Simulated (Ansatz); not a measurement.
**H4OPSi−: structure from calculated spectroscopic constants**

These gas-phase data were calculated for one isomer of H4OPSi− at BLYP-D3(BJ)/def2-SVPD (harmonic, unscaled wavenumbers; equilibrium rotational constants with average atomic masses):

```
rotational constants            : 17.57, 3.565, 3.142 GHz
all wavenumbers above 1500 cm⁻¹ : 3644, 2206, 2033, 2013
```

Candidates:

(1) `[O-]P[SiH3]`, a singlet
(2) `O[SiH2][PH-]`, a singlet
(3) `[O-][SiH2]P`, a singlet

Which candidate do the data belong to?

Candidate (2). The band at 3644 cm⁻¹ lies where the O–H stretch is expected; (1), (3) have no mode between 3300 and 4000 cm⁻¹.

The same quantities for all candidates:

```
     rotational constants (GHz)  wavenumbers above 1500 cm⁻¹  E above the lowest, BLYP-D3(BJ)/def2-SVPD (kcal/mol)
(1)         18.21, 3.472, 3.087       2045, 2018, 2008, 1868                                                  23.1
(2)         17.57, 3.565, 3.142       3644, 2206, 2033, 2013                                                   0.0
(3)          18.69, 3.321, 2.98       2270, 2236, 1953, 1916                                                   1.5
```

Harmonic stretches to hydrogen usually lie a few per cent above observed fundamentals. Each candidate is one conformer. Programs: Ansatz 0.2.0.
